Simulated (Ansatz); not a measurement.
**CH4BNa (SMILES C[BH][Na]): one structure at several levels**

The task here is to estimate one member of a computed series from the others.

Program: Ansatz 0.2.0, Gaussian basis. Level of theory: single points in def2-TZVPP. These are calculated values, not measurements.

Correlated methods freeze the cores. The outer core shell of Li, Na, Mg and K is correlated.

### Where the work starts

SMILES `C[BH][Na]`, 7 atoms, charge 0, spin multiplicity 1.

Atoms are counted from 1 here; the program's logs count them from 0.

Bond lengths: C1–B2 1.557 Å, C1–H4 1.102 Å, C1–H5 1.135 Å, C1–H6 1.121 Å, B2–Na3 2.347 Å, B2–H7 1.208 Å. Angles: B2–C1–H4 112.5°, B2–C1–H5 111.3°, B2–C1–H6 119.9°, H4–C1–H5 107.5°, H4–C1–H6 101.9°, H5–C1–H6 102.6°, C1–B2–Na3 121.6°, C1–B2–H7 110.3°, Na3–B2–H7 128.0°.

Geometry (Å):

```xyz
7
CH4BNa
C    -0.6666    0.1652   -0.2694
B     0.6358   -0.3774    0.3888
Na    2.7184    0.6399    0.0168
H    -0.8784    1.2085    0.0137
H    -0.6031    0.1249   -1.4017
H    -1.6483   -0.3352   -0.0623
H     0.3970   -1.3690    1.0365
```

Set-up of the first run:

Input file run/in.yaml:

```yaml
crystal:
  periodic: [false, false, false]
  atoms:
    - {symbol: C, position_ang: [-0.666600, 0.165200, -0.269400]}
    - {symbol: B, position_ang: [0.635800, -0.377400, 0.388800]}
    - {symbol: Na, position_ang: [2.718400, 0.639900, 0.016800]}
    - {symbol: H, position_ang: [-0.878400, 1.208500, 0.013700]}
    - {symbol: H, position_ang: [-0.603100, 0.124900, -1.401700]}
    - {symbol: H, position_ang: [-1.648300, -0.335200, -0.062300]}
    - {symbol: H, position_ang: [0.397000, -1.369000, 1.036500]}
basis:
  gaussian: {orbitals: def2-TZVPP}
correlation: {method: ccsd_t}
output: {forces: true}
```

No record of the launch command was kept for these runs.

Steps of the session up to this table: CCSD(T)/def2-TZVPP; PBE0-D4/def2-TZVPP; wB97M-V/def2-TZVPP; r2SCAN-D4/def2-TZVPP; PBE-D4/def2-TZVPP; BLYP-D4/def2-TZVPP; BHLYP-D4/def2-TZVPP.

One table of the session follows, with a row left open; its other results are not shown here.

| method | RMS force component (eV/Å) | angle to CCSD(T) forces (°) | dipole (D) |
| --- | --- | --- | --- |
| CCSD(T) | 0.637 | reference | 4.97 |
| PBE0-D4 | 0.582 | 10.3 | 4.66 |
| wB97M-V | 0.605 | 6.6 | 5.04 |
| r2SCAN-D4 | ? | ? | ? |
| PBE-D4 | 0.502 | 16.0 | 4.06 |
| BLYP-D4 | 0.527 | 13.2 | 3.90 |
| BHLYP-D4 | 0.695 | 11.7 | 4.93 |

Q: Estimate the row for r2SCAN-D4 from the others.

**Answer.** RMS force component (eV/Å): 0.576; angle to CCSD(T) forces (°): 11.7; dipole (D): 4.65. In the column «RMS force component (eV/Å)» it lies between BLYP-D4 (0.527) and PBE0-D4 (0.582).
